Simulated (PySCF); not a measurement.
LiCl: energy against distance

Set-up: Li x2c-SVPall, Cl x2c-SVPall; spin-free X2C with a Gaussian nucleus (PySCF 2.14). Energies in eV from Li + Cl in their ground configurations at the same level. State: ³Π (triplet), unpaired electrons σ ↑, π ↑, a second solution, started from another occupation.

All columns are PBE0. A positive dipole means Li(−)Cl(+).

```
R (Å)  E (eV)  μ (D)  Mulliken charge on Li (basis-dependent)  HOMO (eV)  LUMO (eV)  Mayer bond order  ⟨S²⟩
1.723   1.684   3.57                                    -0.16      -3.12      -8.66              0.29  2.00
1.804   1.169   3.61                                    -0.14      -3.12      -8.54              0.26  2.00
1.884   0.797   3.63                                    -0.13      -3.12      -8.42              0.23  2.00
1.944   0.588   3.64                                    -0.12      -3.12      -8.33              0.22  2.00
2.004   0.426   3.63                                    -0.12      -3.13      -8.24              0.21  2.00
2.064   0.302   3.61                                    -0.11      -3.14      -8.14              0.21  2.00
2.144   0.179   3.57                                    -0.11      -3.15      -8.02              0.20  2.00
2.244   0.078   3.48                                    -0.11      -3.18      -7.87              0.20  2.00
2.365   0.007   3.34                                    -0.11      -3.21      -7.68              0.19  2.00
2.525  -0.039   3.10                                    -0.10      -3.25      -7.44              0.18  2.00
```

Counting both spins, an empty level lies below a filled one in this solution, because spin and occupation are held.
